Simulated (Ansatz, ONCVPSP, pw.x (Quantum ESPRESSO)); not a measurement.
Equation-of-state test of one ONCV potential (copper)

Cu, optimised norm-conserving Vanderbilt (ONCV), made with ONCVPSP 4.0.1.1 (patched build) (LDA (Perdew-Wang 92), scalar-relativistic). Core [Ne], reference 3s2 3p6 3d10 4s1. Waves: 3s+4s: rc 1.30 bohr, ncon 4, nbas 7, qcut 12 1/bohr, 2 projectors; 3p: rc 1.05 bohr, ncon 4, nbas 7, qcut 15 1/bohr, 2 projectors, debl 0.8 Ha; 3d: rc 1.35 bohr, ncon 4, nbas 9, qcut 12.3 1/bohr, 1 projector. Local part: polynomial inside 0.90 bohr (lpopt 1, dvloc0 0 Ha). Core correction: none.

In the p channel the program set the typed energies aside and used -2.647, 0.250 Ha.

Atomic tests: cutoffs needed: 58 Ha and 65 Ha (the cutoffs (Ha) at which the residual kinetic energy of the hardest occupied pseudo-wave falls to 1 and 0.1 mHa per electron); ghost test: no bound ghost flagged; no localised positive-energy state flagged; configuration tests: 1 of 4 tests not solved or not reliable.

Crystal test: fcc Cu in pw.x 7.5, no spin, 16³ k-points, Fermi–Dirac smearing 0.01 Ry, cutoffs 155/620 Ry. The reference is all-electron LAPW (Ansatz 0.2.0) with the same functional, mesh and smearing; V0 and B0 come from Birch–Murnaghan fits to the pressures at five volumes. Errors are pseudo minus all-electron; Δ is the rms difference of the E(V) curves that follow from these fits, minima aligned, over ±6 % about the mean V0. Mesh and smearing are coarse, so the numbers serve the comparison and aren't converged zero-temperature values; the lattice is a test structure that the element need not adopt.

```csv
V (Å³/atom),P all-electron (GPa),P pseudo (GPa)
10.381,10.23,15.09
10.654,4.41,10.58
10.927,-0.60,6.07
11.200,-4.91,1.42
11.473,-8.61,-3.15
```

All-electron: a0 = 3.519 Å (V0 = 10.89 Å³/atom), B0 = 188.6 GPa.

Pseudopotential: mean pressure error (GPa): +5.90; a0 (Å): 3.561; a0 error (%): +1.19; B0 error (%): +0.4; Δ (meV/atom): 14.9. This is a poor potential for the solid. Atomic configuration tests: 1 of 4 tests not solved or not reliable.

**Question.** At the middle volume, how do free energy and pressure move when the wave cutoff is lowered (ecutrho kept at four times it)?

**Answer.**

| cutoff (Ry) | shift of F (meV/atom) | shift of P (GPa) |
| --- | --- | --- |
| 70 | +38747.0 | -2103.11 |
| 93 | +4677.2 | -451.30 |
| 124 | +81.6 | -16.24 |

The run at the middle volume (145 k-points, 9 iterations) took about 30 s on one core of a shared host (AMD EPYC 9R45 96-Core Processor, 96 threads, 376 GiB, load 56).
